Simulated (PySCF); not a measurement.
## Structure from NMR data

The spectra below were simulated for a compound CH₃BO.

$^{1}$H NMR (400 MHz, computed): δ 0.47 (s, 3H).

$^{13}$C{$^{1}$H} NMR (computed): δ -15.9 (CH3).

[PySCF 2.14.0 with density-fitted response routines: geometry from PBE0-D3(BJ)/def2-TZVP; GIAO PBE0/pcSseg-2 shieldings; gas phase; a single conformation; non-relativistic Hamiltonian; rapidly exchanging positions averaged]

Shifts are taken against calculated references (same method and geometry level): $^{1}$H and $^{13}$C vs TMS.

Task: Which candidate is it?
A. C=BO
B. CB=O
C. [BH3-]C#[O+]

Result: B. 

- Carbon types of the structure: 1 × CH3, which accounts for all hydrogens.
- δC -15.9: methyl carbon bonded to B.
- δH 0.47: hydrogen on a methyl carbon bonded to B.

The others: [BH3-]C#[O+] has carbons computed at 197.9, with a different DEPT pattern; C=BO would give 2 signals for carbon-bound and other non-exchanging H, not 1.

A carbon bonded to boron is broadened by the quadrupolar boron nucleus and is often missing from a measured spectrum. Shifts are as computed. Against solution values, carbons near 30 ppm lie about +3 ppm off and those near 130 ppm about +9 ppm. Of 1211 compounds with measured shifts, 218 miss one by over three times the rms of a fit or turn the order of signals round; such compounds aren't used in these exercises.
